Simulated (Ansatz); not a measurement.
# C₂H₆Al+: how energies converge with the basis set

Aim: see how fast density functionals and correlated methods converge with the basis set for C₂H₆Al+.

Computed with Ansatz 0.2.0, Gaussian basis. Level: one geometry, several basis sets.

The runs, in order: PBE0-D4/def2-SVP; ωB97M-V/def2-SVP; PBE0-D4/def2-QZVPP; ωB97M-V/def2-QZVPP; CCSD(T)/cc-pV(D+d)Z; CCSD(T)/cc-pV(T+d)Z; CCSD(T)/cc-pV(Q+d)Z; the functionals' def2-TZVPP values are taken from earlier runs.

### 1 The geometry

All runs share one geometry, relaxed beforehand with PBE0-D4 in a triple-zeta def2 set.

9 atoms, charge 1, spin multiplicity 1.

Atoms are counted from 1 here; the program's logs count them from 0.

Bond lengths: C1–Al2 1.904 Å, C1–H4 1.094 Å, C1–H5 1.094 Å, C1–H6 1.094 Å, Al2–C3 1.904 Å, C3–H7 1.094 Å, C3–H8 1.094 Å, C3–H9 1.094 Å. Angles: Al2–C1–H4 110.3°, Al2–C1–H5 110.3°, Al2–C1–H6 110.3°, H4–C1–H5 108.6°, H4–C1–H6 108.6°, H5–C1–H6 108.6°, C1–Al2–C3 179.9°, Al2–C3–H7 110.3°, Al2–C3–H8 110.3°, Al2–C3–H9 110.3°, H7–C3–H8 108.6°, H7–C3–H9 108.6°, H8–C3–H9 108.6°.

### 2 PBE0-D4 in def2-SVP

File in.yaml:

```yaml
crystal:
  periodic: [false, false, false]
  atoms:
    - {symbol: C, position_ang: [-0.913108, 1.308315, -1.039036]}
    - {symbol: Al, position_ang: [-0.000657, 0.000254, 0.000900]}
    - {symbol: C, position_ang: [0.912961, -1.308259, 1.039238]}
    - {symbol: H, position_ang: [-1.852005, 0.899554, -1.424247]}
    - {symbol: H, position_ang: [-0.293712, 1.619149, -1.885658]}
    - {symbol: H, position_ang: [-1.138912, 2.188260, -0.429376]}
    - {symbol: H, position_ang: [1.212687, -2.150842, 0.408957]}
    - {symbol: H, position_ang: [0.263464, -1.681725, 1.836513]}
    - {symbol: H, position_ang: [1.809283, -0.874706, 1.492720]}
basis:
  gaussian: {orbitals: def2-SVP}
total_charge: 1
hamiltonian: {xc: pbe0, dispersion: d4}
output: {orbitals: {seedname: orbitals}}
```

On the command line:

```bash
ansatz run in.yaml --threads 2 --pin off --events-out ev --progress --plain --max-ram 32768MiB --backend cpu
```

Further steps of the session: ωB97M-V in def2-SVP; PBE0-D4 in def2-QZVPP; ωB97M-V in def2-QZVPP; CCSD(T) in cc-pV(D+d)Z; CCSD(T) in cc-pV(T+d)Z; CCSD(T) in cc-pV(Q+d)Z.

Before running them: what should the planned runs give, taken together? Wanted: MP2 correlation recovered, cc-pV(D+d)Z; MP2 correlation recovered, cc-pV(T+d)Z; MP2 correlation recovered, cc-pV(Q+d)Z; CCSD(T) limit from def2 sets; PBE0-D4: double and triple zeta above quadruple; ωB97M-V: double and triple zeta above quadruple.

**Answer**, as computed:

| quantity | value |
| --- | --- |
| MP2 correlation recovered, cc-pV(D+d)Z | 74.1 % |
| MP2 correlation recovered, cc-pV(T+d)Z | 90.4 % |
| MP2 correlation recovered, cc-pV(Q+d)Z | 96.0 % |
| CCSD(T) limit from def2 sets (earlier runs) less the limit of this series | -33 meV |
| PBE0-D4: double and triple zeta above quadruple | 5.07, 0.32 eV |
| ωB97M-V: double and triple zeta above quadruple | 5.22, 0.32 eV |

**Reading.** For PBE0-D4 the step from double to triple zeta gains 4.75 eV and the next only 0.32 eV. In cc-pV(D+d)Z MP2 holds 74 % of its limit, in cc-pV(Q+d)Z 96 %, while Hartree-Fock is within 0.055 eV in the largest set. A limit from the def2 sets, made apart, differs by 33 meV, a least measure of the doubt on such a limit. Total energies overstate the basis error of differences, where much of it tends to cancel.
